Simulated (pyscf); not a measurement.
`[Cl][SnH]([Cl])[Cl]` -> `[ClH]` + `[Cl][Sn][Cl]` [singlet] (1,1-elimination; singlet surface; Cl–Sn, H–Sn broken, Cl–H formed). Single points on ωB97X-D3(BJ)/def2-SVP structures (PySCF, gas phase). MP2 and CC: frozen core, UHF for open shells. ΔMP2 is the change of the MP2 total energy from the triple- to the quadruple-zeta basis. Rate constants from transition-state theory at the high-pressure limit, CCSD(T)/def2-TZVPP + ΔMP2(QZVPP) energies (ideal gas, 1 atm, RRHO with modes under 100 cm⁻¹ raised to 100, one conformer, R ln 2 for chiral ones without a mode under 150 cm⁻¹; no tunnelling), k in s⁻¹.

```tsv
T (K)	1000/T	log10 k
298	3.354	-18.07
600	1.667	-1.93
900	1.111	?
1200	0.833	6.09
```

Fit an Arrhenius line to the three values, give the activation energy, and predict k at 900 K.

Least squares gives log10 k = 14.06 − 9.58 × 1000/T, so Ea = 9.58 × ln 10 × 1.987 = 43.8 kcal/mol, against an electronic barrier of 44.7. At 900 K the line gives 3.42; the computed value is 3.41 (ΔG‡ = 40.6 kcal/mol), close to the line. On the product side the descent ends in a complex (not fully relaxed), 5.9 kcal/mol under the separated species and 40.0 kcal/mol under the saddle at ωB97X-D3(BJ)/def2-TZVP. At ωB97X-D3(BJ) the barrier from the zero used here is 49.5 kcal/mol. One saddle was located; it need not be the lowest between these sides. The CCSD(T) − MP2 part came from Ansatz, without density fitting, on the same reference. The frozen core leaves the outer d or s,p core shells of the metals and heavy elements correlated in the MP2 and CC values, and def2-TZVPP describes them poorly, which can shift differences by a few kcal/mol. Elements past Kr carry the def2 core potentials, without spin-orbit coupling.
